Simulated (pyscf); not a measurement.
# Substitution at Si: F–SiH₂–F + H• → F–SiH₂–F + H•

Gas phase, doublet surface, charge 0. Bonds broken: Si2–H5. Bonds formed: Si2–H6. PySCF, gas phase, ωB97X-D3(BJ)/def2-SVP geometries. Correlated levels are frozen-core, on RHF or UHF. ΔMP2 is the change of the MP2 total energy from the triple- to the quadruple-zeta basis.

Transition state (Å):

```xyz
6

F      0.5053     1.7280    -0.0116
Si     0.0598     0.1748     0.0047
F     -0.8920    -0.1530     1.2788
H     -0.8649    -0.0274    -1.1379
H      1.2036    -0.7172    -0.7391
H      1.3489    -0.4101     0.7880
```

One imaginary mode, 464i cm⁻¹; descent along it reached the two sides named.

```json
[
 {"bond": "Si2–H5", "change": "breaks", "reactant side (Å)": "1.478", "saddle": "1.630", "product side": "3.5"},
 {"bond": "Si2–H6", "change": "forms", "reactant side (Å)": "4.2", "saddle": "1.618", "product side": "1.478"}
]
```

Electronic energies relative to the separated reactants (eV):

| level | barrier | reaction energy | reverse barrier |
|---|---|---|---|
| ωB97X-D3(BJ)/def2-TZVP | 0.57 | 0.00 | 0.57 |
| PBE/def2-TZVP | 0.34 | 0.00 | 0.34 |
| r²SCAN/def2-TZVP | 0.30 | 0.00 | 0.30 |
| B3LYP-D3(BJ)/def2-TZVP | 0.43 | 0.00 | 0.43 |
| PBE0-D3(BJ)/def2-TZVP | 0.44 | 0.00 | 0.44 |
| M06-2X/def2-TZVP | 0.65 | 0.00 | 0.65 |
| ωB97M-D3(BJ)/def2-TZVP | 0.57 | 0.00 | 0.57 |
| HF/def2-TZVP | 1.23 | 0.00 | 1.23 |
| MP2/def2-QZVPP | 0.79 | 0.00 | 0.79 |
| CCSD/def2-TZVPP | 0.70 | 0.00 | 0.70 |
| CCSD(T)/def2-TZVPP | 0.66 | 0.00 | 0.66 |
| CCSD(T)/def2-TZVPP + ΔMP2(QZVPP) | 0.64 | 0.00 | 0.64 |

With CCSD(T)/def2-TZVPP + ΔMP2(QZVPP) energies and thermal terms (ideal gas, 1 atm, RRHO with modes under 100 cm⁻¹ raised to 100, one conformer, R ln 2 for chiral ones without a mode under 150 cm⁻¹), in eV:

```csv
T (K),ΔH‡,ΔG‡,ΔH,ΔG
298,0.65,0.92,0.00,0.00
600,0.62,1.22,0.00,0.00
900,0.60,1.52,0.00,0.00
1200,0.58,1.83,0.00,0.00
```

The same reactants have a lower exit, to F–SiH•–F + H₂ (barrier +0.30 eV at ωB97M-D3(BJ), against +0.57 eV here). One saddle was located; it need not be the lowest between these sides. The angle at the attacked Si is 58° (front-side attack). The CCSD(T) − MP2 part came from Ansatz, without density fitting, on the same reference.
